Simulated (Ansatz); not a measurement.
## HC–CH, singlet: vertical spin and charge gaps

Geometry (PBE0/def2-TZVP stationary point for this spin, not checked as a minimum):

```xyz
4

C     0.0000    0.0000    0.5985
C     0.0000    0.0000   -0.5985
H     0.0000    0.0000    1.6632
H     0.0000    0.0000   -1.6632
```

Basis cc-pVDZ; Ansatz 0.2.0. Only valence electrons are correlated (noble-gas cores frozen). Prefix R: restricted or restricted open-shell reference; prefix U: unrestricted. Active spaces: valence = (10e, 10o) chosen from the atoms' valence shells.

Gaps are energies of the second state less the first, at fixed atoms, for a selection of the levels run; each method lands on the state that its own search finds for that charge and spin.

Removing an electron, to the doublet: 11.250 eV at RCCSDTQ.

```
                   level  gap (eV)  error (meV)
                     RHF     9.886        -1364
                     UHF     9.826        -1424
                    RMP2    11.404          154
                    UMP2    11.406          156
                    CISD    10.944         -306
                   RCCSD    11.144         -106
                   UCCSD    11.142         -108
                RCCSD(T)    11.252            2
                UCCSD(T)    11.251            1
                 BCCD(T)    11.252            2
                  RCCSDT    11.241           -9
                  UCCSDT    11.240          -10
               RCCSDT(Q)    11.253            3
               UCCSDT(Q)    11.253            3
  CASSCF (valence space)    10.554         -696
  NEVPT2 (valence space)    11.115         -135
  MRCISD (valence space)    11.192          -58
MRCISD+Q (valence space)    11.246           -4
                     PBE    11.359          109
                  r2SCAN    11.246           -4
                    PBE0    11.259            9
                   B3LYP    11.301           51
                 wB97M-V    11.234          -16
                  B2PLYP    11.283           33
                 RPA-PBE    11.281           31
```

In so small a basis the reference is far from its limit while semilocal and hybrid functionals are nearer theirs (RPA and double hybrids share part of the reference's basis error), so the functionals' errors here hold much of the reference's basis and frozen-core error, which can add to them or hide them.

Full CI isn't at hand for all of this; RCCSDTQ serves as the reference, and is uncertain by the last step of the cluster series or more. The frozen core follows each run's orbitals, which can shift R against U totals by a few meV.
